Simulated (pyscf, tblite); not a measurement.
HO–PH• -> O=P• + hydrogen (H₂): energy along the mass-weighted descent from the GFN2-xTB with spin polarisation saddle (tblite), relative to the relaxed reactant side.

(s (amu^1/2 bohr), E (kcal/mol)): (-2.71, 0.0); (-2.67, 0.0); (-2.28, 1.6); (-1.56, 13.9); (-0.840, 39.2); (-0.120, 60.3); (0.480, 54.9); (1.20, 39.9); (1.92, 30.1); (2.52, 26.0); (2.77, 25.3); (2.96, 24.9); (3.16, 24.5); (3.30, 24.3); (3.45, 24.1); (3.57, 23.9); (3.66, 23.8); (3.75, 23.7); (3.84, 23.6); (3.93, 23.5); (4.01, 23.4)

Question: The GFN2-xTB with spin polarisation barrier from the reactant side is 60.8 kcal/mol. What does ωB97X-D3(BJ) (PySCF) give from its own reactant-side minimum, in def2-SVP and in def2-TZVP?

Answer: 68.2 kcal/mol in the double-zeta basis after reoptimising the saddle, and 64.4 kcal/mol in the triple-zeta single point, so the tight-binding barrier lies 3.6 kcal/mol under the latter. The imaginary mode goes from 1641i to 1998i cm⁻¹.
